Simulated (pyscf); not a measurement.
Single points on ωB97X-D3(BJ)/def2-SVP structures (PySCF, gas phase).

SMILES: [Ga]([Cl])([Se][SiH3])[Cl]
```xyz
8

Si    -1.7150    -0.8070    -0.6754
Se    -0.2377    -1.3007     1.0070
Ga     1.5695    -1.3820    -0.3700
Cl     1.3348    -1.0346    -2.4637
Cl     3.5320    -1.7962     0.3314
H     -1.3635     0.4837    -1.3195
H     -1.7534    -1.9018    -1.6775
H     -3.0274    -0.6960     0.0156
```

What is the homolytic dissociation enthalpy (298 K, ωB97M-D3(BJ)/def2-TZVP) of the Se–Si bond of `[SiH3][Se][Ga]([Cl])[Cl]`, to SiH₃• + Cl–Ga(Cl)–Se•?

Se–Si to SiH₃• + Cl–Ga(Cl)–Se•: 78.8 kcal/mol. The 7 functionals that were run give +75.6 (PBE) to +85.9 kcal/mol (ωB97X-D3(BJ)/def2-TZVP). The radicals are drawn with the spin at the cut bond; how far it spreads was not checked. Other isomers of Cl–Ga(Cl)–Se• were not searched in full and may lie lower. Elements up to Kr have no core potential and no relativistic terms here.
